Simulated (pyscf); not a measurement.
Optimised with ωB97X-D3(BJ)/def2-SVP in PySCF. MP2 and CC: frozen core, UHF for open shells. ΔMP2 is the change of the MP2 total energy from the triple- to the quadruple-zeta basis.

**Question.** What is the homolytic dissociation enthalpy (298 K, CCSD(T)/def2-TZVPP + ΔMP2(QZVPP)) of the C–O bond of H₃C–CH₂–O–SiH₃ (SMILES CCO[SiH3]), to •H₂C–CH₃ + •O–SiH₃?

**Answer.** C–O to •H₂C–CH₃ + •O–SiH₃: 95.2 kcal/mol. H₃C–CH₂–O–SiH₃ lies 18.1 kcal/mol over its isomer H₃C–CH₂–SiH₂–OH, and others may lie lower still (electronic energy, ωB97M-D3(BJ)). •O–SiH₃ lies 24.9 kcal/mol over its isomer HO–SiH₂•, and others may lie lower still (electronic energy, ωB97M-D3(BJ)). Other isomers of •H₂C–CH₃ were not searched in full and may lie lower. The CCSD(T) − MP2 part came from Ansatz, without density fitting, on the same reference.
